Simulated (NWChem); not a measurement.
Species: formic acid (CH₂O₂); SMILES O=CO

```xyz
5

O      0.1303    -1.1053     0.0000
C     -0.4006     0.1162     0.0000
O      0.2218     1.1372     0.0000
H      1.0955    -0.9957     0.0000
H     -1.5086     0.0429     0.0000
```
Atoms are numbered in this order, from 1.

The geometry was optimised at PBE0/def2-SVP.

Symmetry labels are those of Cs in the frame above (b1 and b2, or b-type labels, depend on it).

Question: List the 4 lowest vertical singlet excitations from CAM-B3LYP/6-31+G* (spherical d), TDA (NWChem).

Answer: 
```json
[
 {"state": "S1", "energy (eV)": "5.99", "oscillator strength": "0.002", "symmetry": "a\"", "leading excitation (squared amplitude)": "HOMO → LUMO+1 (0.92)"},
 {"state": "S2", "energy (eV)": "7.82", "oscillator strength": "0.040", "symmetry": "a'", "leading excitation (squared amplitude)": "HOMO → LUMO (0.87)"},
 {"state": "S3", "energy (eV)": "8.41", "oscillator strength": "0.050", "symmetry": "a'", "leading excitation (squared amplitude)": "HOMO → LUMO+2 (0.90)"},
 {"state": "S4", "energy (eV)": "8.54", "oscillator strength": "0.001", "symmetry": "a\"", "leading excitation (squared amplitude)": "HOMO−1 → LUMO (0.96)"}
]
```
